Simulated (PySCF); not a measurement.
**CH6Si: calculation against experiment**

**Experimental background.**

From NIST CCCBDB Release 22 (SRD 101), experimental dipoles, for the gas: dipole moment (microwave Stark effect) 0.735 D.

Qian, Crumlin, Prendergast, Phys. Chem. Chem. Phys. 2022, 24, 2243 lists, for the gas: C 1s binding energy of C1 290.3 eV.

Xu, Prendergast, Qian, J. Chem. Theory Comput. 2022, 18, 5471 lists, for the gas: C 1s binding energy of C1 290.31 eV.

The runs below try to reproduce these values; the comparison stands at the end.

Species: CH₆Si.
SMILES with atom numbers: `[CH3:1][SiH3:2]` (hydrogens: H3, H4, H5 on C1; H6, H7, H8 on Si2)

Geometry (PBE0-D3(BJ)/def2-SVP, Å), atoms numbered from 1 in this order:
```xyz
8
CH6Si angstrom
C     -0.9624   -0.1429    0.0077
Si     0.8986    0.1136   -0.0402
H     -1.4349    0.5500    0.7206
H     -1.2046   -1.1707    0.3188
H     -1.4108    0.0291   -0.9826
H      1.2345    1.5106   -0.4567
H      1.5383   -0.8292   -1.0099
H      1.4976   -0.1273    1.3095
```

The PySCF runs (gas phase, on this PBE0-D3(BJ)/def2-SVP geometry; non-relativistic but for the core-level run):

```tsv
level	job	basis functions	wall time
PBE0-D3(BJ)/def2-SVP, grid level 1	geometry optimisation from a GFN2-xTB start shaken at random	62	7.8 s
BLYP/pcSseg-2	shieldings	163	8.8 s
HF/pcSseg-2	shieldings	163	2.8 s
LDA/pcSseg-2	shieldings	163	7.6 s
PBE/pcSseg-2	shieldings	163	8.8 s
PBE0/IGLO-III	shieldings, charges and field gradients	139	5.9 s
PBE0/cc-pVTZ	shieldings, charges and field gradients	148	6.7 s
PBE0/pcSseg-0	shieldings, charges and field gradients	34	1.7 s
PBE0/6-31+G*	10 singlets by full TDDFT, 4 Tamm–Dancoff triplets, polarisability	52	1.9 s
PBE0/6-31G*	10 singlets by full TDDFT, 4 Tamm–Dancoff triplets, polarisability	44	1.6 s
PBE0/def2-TZVPD	10 singlets by full TDDFT, 4 Tamm–Dancoff triplets, polarisability	134	5.0 s
wB97X-D/def2-SVPD	10 singlets by full TDDFT, 4 Tamm–Dancoff triplets, polarisability, ΔSCF ions	92	22 s
delta-SCF UKS SCAN, pcX-2 on the ionised atom, pcseg-1 elsewhere, spin-free X2C	ΔSCF core ionisation, 3 holes	104	5.8 s
```

Hardware: Arm Neoverse V1, one thread, on a shared host.

All basis functions are spherical.

**Comparison with experiment**

**Dipole moment.** Measured: 0.735 D (NIST CCCBDB Release 22 (SRD 101), experimental dipoles).

```csv
level,computed (D),computed − measured (D),% (from the printed values)
PBE0-D3(BJ)/def2-SVP,0.803,+0.068,+9
BLYP/pcSseg-2,0.793,+0.058,+8
HF/pcSseg-2,0.728,-0.007,-1
LDA/pcSseg-2,0.811,+0.076,+10
PBE/pcSseg-2,0.817,+0.082,+11
PBE0/IGLO-III,0.810,+0.075,+10
PBE0/cc-pVTZ,0.831,+0.096,+13
PBE0/pcSseg-0,0.551,-0.184,-25
PBE0/6-31+G*,0.805,+0.070,+10
PBE0/6-31G*,0.846,+0.111,+15
PBE0/def2-TZVPD,0.815,+0.080,+11
wB97X-D/def2-SVPD,0.783,+0.048,+7
```

12 of the 29 levels run are shown, the closest and the furthest among them. Closest is HF/pcSseg-2 (-0.007 D), furthest PBE0/pcSseg-0 (-0.184 D); one molecule doesn't rank methods. The computed dipoles belong to one fixed geometry; measured ones are averaged over vibrations unless marked μe. Magnitudes are compared, not signs.

**Core binding energies.** Delta-SCF UKS SCAN, pcX-2 on the ionised atom, pcseg-1 elsewhere, spin-free X2C in PySCF 2.14.0.

| level and atom | computed (eV) | measured (eV) | computed − measured (eV) |
| --- | --- | --- | --- |
| C 1s, C1 | 290.43 | 290.3 and 290.31 | +0.13 |

Sources, in the order of the opening: Qian, Crumlin, Prendergast, Phys. Chem. Chem. Phys. 2022, 24, 2243; Xu, Prendergast, Qian, J. Chem. Theory Comput. 2022, 18, 5471. The computed values are vertical, without vibrational structure; measured positions hang on the energy calibration. 

No measured geometry was used, and the causes of the misses weren't examined.
